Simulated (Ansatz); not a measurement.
CH₂AlN (`N#[C][AlH2]`), relaxed with RKS PBE0-D4/def2-TZVP in Ansatz 0.2.0 from a PBE-D4/def2-SVP geometry. The force threshold is 0.005 eV/Å; the program also tests the step.

The species carries charge 0 and has multiplicity 1.

Start:

```xyz
5

N     2.342   -0.438    0.296
C     1.192   -0.232    0.158
Al   -0.708    0.133   -0.089
H    -1.359   -0.325   -1.464
H    -1.467    0.863    1.099
```

```
step  energy (eV)  largest force (eV/Å)  largest move (Å)
   1   -9150.5415                 1.457             0.000
   2   -9150.5742                 0.105             0.028
   3   -9150.5744                 0.026             0.003
   4   -9150.5745                 0.007             0.001
   5   -9150.5745                 0.009             0.001
   6   -9150.5745                 0.000             0.004
```

End:

```xyz
5

N     2.312   -0.437    0.297
C     1.186   -0.224    0.152
Al   -0.703    0.133   -0.090
H    -1.346   -0.324   -1.450
H    -1.450    0.853    1.091
```

Run time 7.5 s (2 threads of a server CPU on a shared host); peak host memory 0.2 GiB.
